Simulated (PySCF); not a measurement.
## Benzoquinone: full NMR table

- Formula: C6H4O2
- SMILES: O=C1C=CC(=O)C=C1
- Point group of the computed structure: D2h
- Degrees of unsaturation: 5
- Carbon signals: 2
- Proton signals: 1

Mapped SMILES: `[O:1]=[C:2]1[CH:3]=[CH:4][C:5](=[O:6])[CH:7]=[CH:8]1`; H(Xn) means a hydrogen on atom n.

[PySCF 2.14.0 with density-fitted response routines: coordinates at the PBE0-D3(BJ)/def2-TZVP level; shielding tensors at B97-2/pcSseg-2 (GIAO); a single conformation; isolated molecule; rapidly exchanging positions averaged; non-relativistic]

Scale: TMS for ¹H (31.64 ppm), ¹³C (185.38 ppm); ¹⁷O (327.66 ppm) against H2O (reference shieldings calculated alike).

```tsv
carbon	δC, type	δH (multiplicity)	HMBC from (2–3 bonds)	span of the C tensor (ppm)
C2/C5	197.3, C	–	H(C3)/H(C4)/H(C7)/H(C8)	207
C3/C4/C7/C8	142.7, CH	6.82 (s)	H(C3)/H(C4)/H(C7)/H(C8)	211
```

Other nuclei:
| atoms | nucleus | environment | δ (ppm) | σ (ppm) |
| --- | --- | --- | --- | --- |
| O1/O6 | ¹⁷O | ketone oxygen | 737.9 | -410.3 |

Carbon types of the structure: 2 × C, 4 × CH, which accounts for all hydrogens. δC 197.3: ketone carbonyl carbon; low-lying n→π* states of the double bond to the heteroatom give a large paramagnetic term (-261 ppm). δC 142.7: β carbon of a C=C–C=O unit; conjugation with the carbonyl draws π density from the β position. δH 6.82: hydrogen on a β carbon of a C=C–C=O unit; attached to an sp2 carbon and in the plane of the double bond.

Shifts are as computed. Against solution values, carbons near 30 ppm lie about +3 ppm off and those near 130 ppm about +7 ppm. Of 1313 compounds with measured shifts, 239 miss one by over three times the rms of a fit or turn the order of signals round; such compounds aren't used in these exercises. Unscaled 17O shifts of doubly bonded oxygen tend to come out too high, by tens of ppm or more. Experimental scales use liquid or dissolved standards, which lie at an offset from isolated H2O (liquid H2O: subtract about 36 ppm).
